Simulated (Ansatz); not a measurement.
**BO⁺, triplet: reading a ladder of total energies**

Geometry: that of the BO, doublet, kept fixed. The singlet lies 1.1 eV lower here.

```
atom   x (Å)   y (Å)   z (Å)
   B  0.0000  0.0000  0.0000
   O  0.0000  0.0000  1.2006
```

Basis 6-31G; Ansatz 0.2.0. Correlated methods freeze the noble-gas cores, which leaves 8 electrons in 16 orbitals. R marks a restricted (for open shells ROHF) determinant, U an unrestricted one.

Full CI is exact within this basis and frozen core; it isn't the basis-set limit. The frozen core follows each run's orbitals, which can shift R against U totals by a few meV.

Runs differ by some tens of microhartree through their thresholds and, for an open shell, their frozen cores, so the step to full CI, which has another core, is uncertain by up to 0.1 kcal/mol.

| level | total energy (hartree) |
| --- | --- |
| UHF | -99.029382 |
| UMP2 | -99.137009 |
| UCCSD | -99.147948 |
| UCCSD(T) | -99.151299 |
| UCCSDT | -99.151958 |
| UCCSDT(Q) | -99.152121 |
| UCCSDTQ | -99.152071 |
| full CI | -99.152048 |

Q: What is the correlation energy at full CI, and what share of it do UMP2 and UCCSD recover?

A: E(corr) = -99.152048 − (-99.029382) = -0.122666 hartree = -3.338 eV. UMP2: -0.107627 / -0.122666 = 87.74 %. UCCSD: -0.118566 / -0.122666 = 96.66 %.

Q: By how many kcal/mol does UCCSD(T) miss full CI (1 hartree = 627.509 kcal/mol), and which steps make up the rest?

A: -99.151299 − (-99.152048) = 0.000749 hartree = 0.47 kcal/mol. Steps: UCCSDT − UCCSD(T) = -0.41, UCCSDT(Q) − UCCSDT = -0.10, UCCSDTQ − UCCSDT(Q) = 0.03, full CI − UCCSDTQ = 0.01 kcal/mol. That is within 1 kcal/mol of the reference in this basis, which itself misses far more of the correlation at the basis-set limit.
